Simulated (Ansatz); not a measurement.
## [Br···H···NH], triplet: reading a ladder of total energies

Geometry: a point of a hydrogen-transfer path between rigid fragments, not a stationary point.

```yaml
atoms:
  - { symbol: Br, position_ang: [-1.9128, 0.2511, 0.0000] }
  - { symbol: H, position_ang: [-0.2188, 0.2511, 0.0000] }
  - { symbol: N, position_ang: [0.9312, 0.2511, 0.0000] }
  - { symbol: H, position_ang: [1.2003, -0.7532, 0.0000] }
```

Basis cc-pVDZ; Ansatz 0.2.0. Only valence electrons are correlated (noble-gas cores and the filled d shells of p-block atoms frozen), which leaves 14 electrons in 36 orbitals. Prefix R: restricted or restricted open-shell reference; prefix U: unrestricted. No spin–orbit coupling is included, and no scalar relativity.

Full CI isn't at hand for all of this; UCCSDT(Q) serves as the reference, and is uncertain by about the last step of the cluster series.

Runs differ by some tens of microhartree through their thresholds and, for an open shell, their frozen cores, so steps under 0.03 kcal/mol mean nothing.

```
    level  total energy (hartree)
      UHF            -2627.905949
     UMP2            -2628.156075
    UCCSD            -2628.189817
 UCCSD(T)            -2628.195608
   UCCSDT            -2628.196430
UCCSDT(Q)            -2628.196985
```

Problem. What is the correlation energy at UCCSDT(Q), and what share of it do UMP2 and UCCSD(T) recover?

Solution. E(corr) = -2628.196985 − (-2627.905949) = -0.291036 hartree = -7.919 eV. UMP2: -0.250126 / -0.291036 = 85.94 %. UCCSD(T): -0.289659 / -0.291036 = 99.53 %.

Problem. By how many kcal/mol does UCCSD(T) miss UCCSDT(Q) (1 hartree = 627.509 kcal/mol), and which steps make up the rest?

Solution. -2628.195608 − (-2628.196985) = 0.001377 hartree = 0.86 kcal/mol. Steps: UCCSDT − UCCSD(T) = -0.52, UCCSDT(Q) − UCCSDT = -0.35 kcal/mol. Differences between like states or geometries often cancel part of this.
